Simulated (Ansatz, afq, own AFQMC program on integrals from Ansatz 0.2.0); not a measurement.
# Al, doublet → Al, quartet

A free Al atom.

E(quartet, charge +0) − E(doublet, charge +0) at this geometry, on UHF and UHF determinants.

Basis aug-cc-pVDZ. Noble-gas cores (and the filled d shells of Ga–Kr and In–Xe) are frozen. Ansatz 0.2.0 and our own AFQMC program on the same integrals; the CISD trial comes from CCSD amplitudes, and released means the phaseless constraint is let go. ± is one standard error of the sampling. The errors of all members are added in quadrature.

Full CI on the same integrals is exact in this basis and with this determinant's frozen core.

The best estimate is CCSD(T) at the basis-set limit (CBS: def2-TZVPP and def2-QZVPP, with their diffuse functions for anions and beside diffuse sets, CCSD(T) itself extrapolated) plus the step from CCSD(T) to full CI in aug-cc-pVDZ. Rows without CBS are in aug-cc-pVDZ, the functionals in def2-TZVP; B2PLYP and the wave-function rows carry a basis error of their own. Core correlation and relativity beyond core potentials are missing, and ± holds the sampling alone.

Cautions: Al (doublet): the released energies have errors that jump between times, so the bars are unsure, so no released level is given (meV from the phaseless value at times in 1/Eh: -0.8 ± 0.8 at 0.24, -1.3 ± 0.8 at 0.51, 3 ± 5 at 0.99, -2.5 ± 0.7 at 1.62, -3.0 ± 0.6 at 2.40), though the last usable value meets full CI within the noise; Al (quartet): another spin lies lower, the released energies have errors that jump between times, so the bars are unsure, so no released level is given (meV from the phaseless value at times in 1/Eh: -1.2 ± 1.6 at 0.24, -1.7 ± 1.0 at 0.51, -0.6 ± 0.3 at 0.99, 74 ± 71 at 1.62, 6 ± 4 at 2.40), though the last usable value meets full CI within the noise; core correlation is missing, and it shifts such a gap most where an s electron is promoted.

| level | vertical spin gap (kcal/mol) |
| --- | --- |
| B2PLYP | 84.9 |
| CCSD | 78.0 |
| PBE | 82.2 |

(1) From these cheaper values, estimate the vertical spin gap at the level of the best estimate.

(1) 79.9 kcal/mol (best estimate, highest rung FCI).

```csv
level,vertical spin gap (kcal/mol),error against the best estimate (kcal/mol)
HF,55.8,-24.2
MP2,70.5,-9.4
CCSD(T),78.5,-1.4
ph-AFQMC/CISD,78.7 ± 0.02,-1.2 ± 0.02
FCI,78.8,-1.2
HF/CBS,55.0,-24.9
MP2/CBS,74.0,-5.9
CCSD(T)/CBS,79.7,-0.2
r2SCAN,73.1,-6.8
PBE0,79.4,-0.5
B3LYP,87.8,7.8
wB97M-V,90.4,10.5
```

Correlation beyond CCSD(T) adds 0.2 kcal/mol. Going to the basis-set limit adds 1.2 kcal/mol at CCSD(T). The perturbative (T) step is worth +0.5 kcal/mol.

Best estimates are given only where the step beyond CCSD(T) is under 0.3 eV and no member's determinant is very poor (T1 over 0.05, or 0.07 for open shells, ⟨S²⟩ too high by 0.3, two states mixed), so the hardest cases are missing from such tables.

The functionals ran in a triple-zeta set and keep a basis error of their own, a few kJ/mol for each bond in atomization energies and more for double hybrids, so close places among them and the extrapolated levels can swap.

Each member of a difference takes its own highest rung, so a best estimate needn't equal the limit plus the step of one row. A walk keeps the symmetry of its determinant, which the program's search chose and which needn't be the lowest solution, so a lower state of the same spin and another symmetry isn't excluded.
